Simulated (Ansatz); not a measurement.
**CsCdBO3 (P2₁3, No. 198; cell taken from a computed entry)**

These are PBEsol in Ansatz (PAW) values and carry that method's errors.

Settings: plane-wave cutoff 520 eV, 6×6×6 k mesh, Fermi–Dirac smearing 0.01 eV, scalar-relativistic PAW data made under PBE.

Cell (relaxed with PBEsol):

```cif
data_B4Cd4Cs4O12
_chemical_formula_sum 'Cs4 Cd4 B4 O12'
_space_group_name_H-M_alt 'P213'
_space_group_IT_number 198
_space_group_name_Hall 'P 2ac 2ab 3'
_cell_length_a 7.47557
_cell_length_b 7.47557
_cell_length_c 7.47557
_cell_angle_alpha 90.000
_cell_angle_beta 90.000
_cell_angle_gamma 90.000
loop_
_atom_site_label
_atom_site_type_symbol
_atom_site_symmetry_multiplicity
_atom_site_Wyckoff_symbol
_atom_site_fract_x
_atom_site_fract_y
_atom_site_fract_z
_atom_site_occupancy
Cs1 Cs 4 a 0.86222 0.86222 0.86222 1
Cd1 Cd 4 a 0.14610 0.14610 0.14610 1
B1 B 4 a 0.59652 0.59652 0.59652 1
O1 O 12 b 0.02709 0.41415 0.23448 1
```

| Item | Value |
|---|---|
| band gap | 1.73 eV |
| smallest direct gap on the k points sampled | 1.94 eV |
| Γ–Γ gap | 1.97 eV |

Spin–orbit coupling is not included.

It cost very roughly 6 core-minutes of CPU time.

Ansatz is a first-principles code.
